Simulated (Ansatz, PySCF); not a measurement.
CH3S, SMILES [S]C, multiplicity 2. Atoms are numbered in the order given.

```xyz
5

C      0.0000     0.0268    -1.0934
S      0.0000    -0.0269     0.7032
H      0.8974     0.5070    -1.4818
H      0.0000    -1.0140    -1.4346
H     -0.8974     0.5070    -1.4818
```
Charge 0, spin multiplicity 2.

Coordinates come from a B3LYP-D3(BJ)/def2-TZVP optimisation. The isomer is the one that the SMILES or the coordinates give; other isomers of the formula were not compared.

Two levels are set side by side: PBE-D3(BJ)/def2-TZVP (Ansatz, a first-principles code) and B3LYP-D3(BJ)/def2-TZVP (Ansatz). Each level has its own optimised geometry; the coordinates shown are those of the second. Frequencies come from the Hessian of PySCF at each geometry. Differences are taken from unrounded values.

```
quantity                            B3LYP-D3(BJ)  PBE-D3(BJ)  PBE-D3(BJ) minus B3LYP-D3(BJ)
----------------------------------  ------------  ----------  -----------------------------
mean bond length (Å)                       1.268       1.273                          0.006
bond C1–S2 (Å)                             1.797       1.792                         -0.005
bond C1–H3 (Å)                             1.089       1.099                          0.009
bond C1–H4 (Å)                             1.095       1.105                          0.010
bond C1–H5 (Å)                             1.089       1.099                          0.009
highest harmonic wavenumber (cm⁻¹)          3105        3040                            -65
mean harmonic wavenumber (cm⁻¹)             1726        1673                            -53
zero-point energy (kcal/mol)               22.21       21.53                          -0.68
```

Exact exchange shortens and stiffens bonds; PBE has none. Differences between two approximate levels are no errors against the true value.
